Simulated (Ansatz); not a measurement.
The input, for Ansatz 0.2.0:

```yaml
crystal:
  periodic: [false, false, false]
  atoms:
    - {symbol: Si, position_ang: [-1.650542, -0.011519, 0.004128]}
    - {symbol: As, position_ang: [0.706158, 0.004928, -0.001766]}
    - {symbol: H, position_ang: [-2.175948, 1.381149, 0.007507]}
    - {symbol: H, position_ang: [-2.158302, -0.715039, 1.213602]}
    - {symbol: H, position_ang: [-2.164376, -0.711463, -1.204855]}
basis:
  gaussian: {orbitals: def2-mTZVP}
total_charge: 1
magnetization: {spin_polarized: false, initial_magnetization: 3}
correlation: {method: ccsd_t, electrons: valence}
output: {forces: true}
```

```sh
$ ansatz run in.yaml --threads 1 --pin off --events-out ev --progress --plain --max-ram 2393MiB
```

Output:

```
665 factors; integrals over basis functions are off by at most 8.5e-4 eV
mean field evaluation 1: about -68694.7530 eV, gradient 1.1e1 eV
mean field evaluation 2: about -68694.7530 eV, gradient 1.1e1 eV
mean field evaluation 4: about -68696.1352 eV, gradient 2.2e0 eV
mean field evaluation 8: about -68696.1701 eV, gradient 4.2e-2 eV
mean field evaluation 16: about -68696.1353 eV, gradient 2.2e0 eV
mean field evaluation 32: about -68692.7759 eV, gradient 2.8e0 eV
mean field evaluation 64: about -68692.6992 eV, gradient 1.0e-3 eV
mean field -68696.17007466 eV, -2524.5376863072 hartree, gradient 2.3e-6 eV, S^2 3.750000; 3 other end points of the search recorded, 0 dependent functions left out
determinant -68696.17007466 eV, -2524.5376863072 hartree, with singles and doubles -68703.53558703 eV, -2524.8083638943 hartree
determinant -68692.81844571 eV, -2524.4145162150 hartree, with singles and doubles -68700.67682478 eV, -2524.7033063193 hartree
determinant -68692.69918152 eV, -2524.4101333372 hartree, with singles and doubles -68700.70509776 eV, -2524.7043453323 hartree
14 core orbitals not correlated: weight in the atoms' cores, before any rotation towards them, 1.000 or more for the frozen orbitals, at most 0.000 for the correlated occupied ones
reference -68696.17007466 eV, -2524.5376863072 hartree; 12, 9 occupied and 41, 44 virtual orbitals, 665 factors
second order -6.58728254 eV of doubles, -0.03942550 eV of singles
cycle   1  -7.36508542 eV  change    4.3e-4 eV  update   4.5e-4
cycle   2  -7.36526494 eV  change   -1.8e-4 eV  update   2.6e-4
cycle   3  -7.36515196 eV  change    1.1e-4 eV  update   9.2e-5
cycle   4  -7.36514416 eV  change    7.8e-6 eV  update   4.2e-5
cycle   5  -7.36520973 eV  change   -6.6e-5 eV  update   1.1e-5
cycle   6  -7.36522289 eV  change   -1.3e-5 eV  update   3.5e-6
cycle   7  -7.36522213 eV  change    7.6e-7 eV  update   8.9e-7
perturbative correction -0.20098207 eV, -0.0073859547 hartree
the calculation of the forces begins
mean field evaluation 96: about -68696.1704 eV, gradient 1.2e-2 eV
Total energy: -68703.73627885 eV, -2524.8157391829 hartree
Atom 0 at    -1.650542    -0.011519     0.004128 Å, force    -3.363085    -0.023471     0.008411 eV/Å
Atom 1 at     0.706158     0.004928    -0.001766 Å, force     1.298323     0.009061    -0.003247 eV/Å
Atom 2 at    -2.175948     1.381149     0.007507 Å, force     0.687189     0.157397    -0.001493 eV/Å
Atom 3 at    -2.158302    -0.715039     1.213602 Å, force     0.689118    -0.071688     0.130314 eV/Å
Atom 4 at    -2.164376    -0.711463    -1.204855 Å, force     0.688454    -0.071298    -0.133985 eV/Å
Dipole moment:    -0.235828    -0.001646     0.000590 e Å
```

Forces (eV/Å):
```
Si  -3.363 -0.023  0.008
As   1.298  0.009 -0.003
H    0.687  0.157 -0.001
H    0.689 -0.072  0.130
H    0.688 -0.071 -0.134
```

Ran on 1 thread of Arm Neoverse V2, shared host: 27 s wall, 0.32 GiB peak host memory.
